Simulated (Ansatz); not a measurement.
# AlP, triplet: the ladder up to full CI

Geometry: a PBE0/def2-TZVP stationary point for this spin.

```
atom   x (Å)   y (Å)   z (Å)
  Al  0.0000  0.0000  0.0000
   P  0.0000  0.0000  2.2080
```

Basis 6-31G; Ansatz 0.2.0. Only valence electrons are correlated (noble-gas cores frozen), which leaves 8 electrons in 16 orbitals. R marks a restricted (for open shells ROHF) determinant, U an unrestricted one. Active spaces: valence = (8e, 8o) chosen from the atoms' valence shells.

Full CI is exact within this basis and frozen core; it isn't the basis-set limit. The frozen core follows each run's orbitals, which can shift R against U totals by a few meV.

HF rows: RHF is the lowest solution found. Coupled cluster chose its determinant by a search with trial CCSD, here up to 0.24 eV above the lowest Hartree–Fock solution of its kind, and MP2 stands on that determinant too.

* UHF ⟨S²⟩: 2.234
* ⟨S²⟩ of the determinant under UCCSD: 2.082
* T1 diagnostic (RCCSD): 0.0520
* largest doubles amplitude (RCCSD): 0.095
* T1 diagnostic (UCCSD): 0.0491

```tsv
level	E − E(full CI) (kcal/mol)	share of correlation (%)	wall time
RHF†	53.76	–	–
RMP2	15.50	73.88	–
UMP2	17.00	71.35	–
RCCSD	3.14	94.71	–
UCCSD	2.95	95.03	–
RCCSD(T)	0.90	98.49	1.5 s
UCCSD(T)	0.93	98.43	2.6 s
BCCD(T)	0.95	98.39	1.8 s
RCCSDT	0.16	99.73	–
UCCSDT	0.11	99.82	–
RCCSDT(Q)	0.03	99.96	4.2 s
UCCSDT(Q)	-0.07	100.11	5.5 s
RCCSDTQ	0.00	100.00	22 s
UCCSDTQ	0.00	100.00	23 s
CASSCF (valence space)	17.98	69.70	–
NEVPT2 (valence space)	5.38	90.93	2.6 s
MRCISD (valence space)	0.56	99.06	–
MRCISD+Q (valence space)	0.11	99.81	3.2 s
```

A dagger marks rows that describe another state than the reference (another or a broken symmetry, a higher spin or other natural occupations), so the difference holds a gap between states beside the method's error.

The correlation energy at full CI, counted from the determinant under the R cluster runs, is -2.573 eV. That run took 12 s on 1 thread of Intel Xeon Platinum 8488C, shared host over 827,904 determinants.

Run but not shown, since their state, orbitals or frozen core can't be matched to the reference's or they repeat it: UHF, CISD, CISDTQ.

Times hold each run's SCF and search for its determinant on a shared host, so for small cases they say little of a method's own cost; they ran on 1 thread of Intel Xeon Platinum 8488C.

The full-CI state has the irrep B2 of C2v, in the program's axes (one component, if the state is degenerate).

Natural occupations of full CI about the gap: 1.979 1.912 1.903 1.014 0.982 0.093 0.048 0.032 0.010 0.009; effectively unpaired electrons, Σ n²(2−n)², 2.11.

Atomization energy (electronic, same basis, no zero-point term; atoms at the same level, unrestricted beside the R rows where the molecule is a closed shell, with restricted open-shell steps beyond CCSDT(Q)) at full CI: 102.6 kJ/mol. Errors of other levels:

| level | error (kJ/mol) |
| --- | --- |
| RMP2 | -20.2 |
| UMP2 | -26.7 |
| RCCSD | -12.4 |
| UCCSD | -11.6 |
| RCCSD(T) | -3.5 |
| UCCSD(T) | -3.7 |
| BCCD(T) | -3.7 |
| RCCSDT | -0.7 |
| UCCSDT | -0.5 |
| RCCSDT(Q) | -0.1 |
| UCCSDT(Q) | 0.3 |
| RCCSDTQ | 0.0 |
| UCCSDTQ | 0.0 |
| CASSCF (valence space) | -18.7 |
| NEVPT2 (valence space) | -0.8 |
| MRCISD (valence space) | -1.8 |
| MRCISD+Q (valence space) | -0.5 |

This basis is far from its limit, so the value isn't to be set against a measured one. Truncated CI isn't size-consistent, which counts against it in atomization.
